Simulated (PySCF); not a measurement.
Reaction (SMILES): N#P (N-P) + 3 [H][H] (H2) → N (NH3) + P (PH3)
B3LYP-D3(BJ)/def2-TZVP geometries, fixed; electronic energies without zero-point terms.

Effect of the atomic grid (radial, angular points) at PBE/def2-TZVP with PySCF, against the last row, where the energy of full hydrogenation is -69.30 kcal/mol. Cost is core time over that of atom_grid: 75, 302, unpruned, rough, on shared machines of one kind; a dash marks a row that isn't timed (too short, read off another run, short of memory, by another algorithm or on other hardware).

```
setting                        grid points, largest species  largest shift of a total energy (mEh)  shift of the energy of full hydrogenation (kcal/mol)  cost
-----------------------------  ----------------------------  -------------------------------------  ----------------------------------------------------  ----
atom_grid: 30, 110, unpruned                          13200                                 -0.541                                                 0.034     -
atom_grid: 50, 194, unpruned                          38800                                  0.007                                                 0.001  0.6×
atom_grid: 75, 302, unpruned                          90600                                 -0.001                                                 0.001    1×
atom_grid: 99, 590, unpruned                         233640                                  0.000                                                 0.000    3×
atom_grid: 150, 974, unpruned                        584400                                  0.000                                                 0.000    5×
```

Within 0.02 kcal/mol in the energy of full hydrogenation: atom_grid: 50, 194, unpruned; atom_grid: 75, 302, unpruned; atom_grid: 99, 590, unpruned. The largest shift is 0.541 mEh in a total energy and 0.034 kcal/mol in the difference.
